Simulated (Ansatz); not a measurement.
A made-up structure of C2H4N (charge -1), closed shell:

| atom | x (Å) | y (Å) | z (Å) |
| --- | --- | --- | --- |
| C1 | -1.0802 | 0.3667 | -0.3653 |
| C2 | 0.3324 | 0.0254 | 0.1582 |
| N3 | 1.0748 | -1.2632 | 0.0659 |
| H4 | -1.7607 | -0.4602 | -0.9459 |
| H5 | -1.5394 | 1.4802 | -0.2034 |
| H6 | 0.8835 | 0.9848 | 0.7243 |
| H7 | 2.0895 | -1.1336 | 0.5661 |

It is relaxed with PBE-D4/def2-SVPD and then PBE0-D4/def2-TZVPD (Ansatz 0.2.0). Atoms count as bonded within 1.22 times the sum of their covalent radii (H–H: 0.88 Å). The end point is not checked to be a true minimum.

(1) Does its bonding change? (Judge from chemistry; the calculation decides.)

Results:

(1) Computed: No: no bond forms or breaks.

Where it ends: The first stage lowers the energy by 1.58 eV in 6 steps. It ends as C₂H₄N ([CH2][CH][NH]), total charge -1:
```
atom    x (Å)    y (Å)    z (Å)
  C1  -0.9645   0.3274  -0.3262
  C2   0.2968   0.0227   0.1412
  N3   0.9597  -1.1278   0.0589
  H4  -1.5721  -0.4109  -0.8445
  H5  -1.3745   1.3216  -0.1816
  H6   0.7890   0.8791   0.6467
  H7   1.8656  -1.0121   0.5055
```

Labels in which every atom is bracketed show which atoms are joined, not bond orders.

For scale, one of the runs: PBE0-D4/def2-TZVPD relaxation, 147 basis functions, launched by `ansatz run in.yaml --threads 2 --pin off --events-out ev --progress --plain --max-ram 4352MiB`. The run took about 11 s on 2 CPU threads of an Arm Neoverse V1 (shared host).
